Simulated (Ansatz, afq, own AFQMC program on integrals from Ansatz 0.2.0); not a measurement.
AFQMC on a folder of integrals that Ansatz 0.2.0 wrote.

```yaml
crystal:
  periodic: [false, false, false]
  atoms:
    - {symbol: B, position_ang: [0.000000, -0.080006, 0.000000]}
    - {symbol: H, position_ang: [0.000000, 0.429067, -1.077008]}
    - {symbol: H, position_ang: [0.000000, 0.429067, 1.077008]}
basis:
  gaussian: {orbitals: cc-pVDZ}
total_charge: 1
magnetization: {spin_polarized: true, initial_magnetization: 2}
correlation: {method: ccsd_t, electrons: outside_noble_gas, hamiltonian_folder: ham}
```

```sh
$ ansatz run in.yaml --threads 1 --pin off --events-out ev --progress --plain --max-ram 24576MiB --backend cuda --devices 0, --max-vram 18GiB
```

Options of the walk:

```
--method phaseless --trial hf --walkers 4000 --populations 20 --least-time 40 --time-step 0.005 --steps-per-block 20 --equilibration-blocks 112 --max-blocks 4000 --target-error 0.0006000 --factor-cut 1e-05 --start spin_pure --seed 3070 --taylor-order 6
```

Times are imaginary, in 1/Eh. The walk had a cap of 49 s. With eight or more populations the least sampling time is a fifth of least-time, and the error comes from their spread.

afq prints:

```
orbitals 23  electrons 3 1  factors 165 of 219
reference energy -25.28181056 Eh
CCSD correlation -0.06248075 Eh in 11 cycles, weight of the determinant in the CISD state 0.9517
energy of the start -25.282180 Eh
 block  time / (1/Eh)  mean weight  energy / Eh
     1     0.100  0.9999  -25.292250
     2     0.200  1.0003  -25.300529
     3     0.300  1.0004  -25.306637
     4     0.400  1.0004  -25.312529
     5     0.500  1.0003  -25.317166
     7     0.700  1.0001  -25.323590
     9     0.900  1.0001  -25.328591
    13     1.300  1.0002  -25.334820
    21     2.100  1.0001  -25.340321
    29     2.900  1.0000  -25.342936
    37     3.700  0.9998  -25.342469
    41     4.100  1.0000  -25.344202
    45     4.500  1.0000  -25.341787
    53     5.300  1.0001  -25.343671
    61     6.100  0.9999  -25.341853
    69     6.900  1.0001  -25.343570
    77     7.700  1.0000  -25.340983
    85     8.500  0.9999  -25.341519
    93     9.300  1.0000  -25.342021
   101    10.100  0.9998  -25.342315
   109    10.900  1.0002  -25.340768
   117    11.700  1.0000  -25.342165
   125    12.500  1.0002  -25.342937
   133    13.300  1.0000  -25.342997
   141    14.100  1.0002  -25.341054
   149    14.900  1.0000  -25.341268
   157    15.700  1.0002  -25.342999
   165    16.500  1.0002  -25.343499
   173    17.300  0.9999  -25.340597
   181    18.100  1.0002  -25.339797
   189    18.900  1.0000  -25.339145
error from the spread of 20 populations
energy -25.341811 +/- 0.000310 Eh
(rows thinned)
```

The run passed its tests (sampling time, drift between the halves within three errors, error under three times the target), which doesn't prove that it has relaxed.

Against this walk (error 8.4 meV) on the same determinant: CCSD(T) 94.7 meV lower, CCSDT(Q) 104.7 meV lower, full CI 104.8 meV lower, a separate phaseless walk with a CISD trial and standard settings 98.9 ± 8.5 meV lower. The error is statistical and leaves out the bias of the constraint. Full CI is exact here, so the walk's 105 meV above it is the walk's own error: the bias of the constraint with this trial. It lies above even CCSD, by 67 meV.

Cautions: constraint bias not in the error; lower spins were not checked.

The walk took 12 s on 1 × NVIDIA H100 80GB HBM3 with 2 threads of AMD EPYC 7R13 Processor (Zen 3), on a shared host (the card was shared). The log's last line is the phaseless energy.

CCSDT and higher add their correlation energy to the determinant of the CCSD(T) run, since their own runs factorise the integrals more tightly (a shift of under 2 meV). A walk keeps the symmetry of its determinant, which the program's search chose and which needn't be the lowest solution, so a lower state of the same spin and another symmetry isn't excluded.
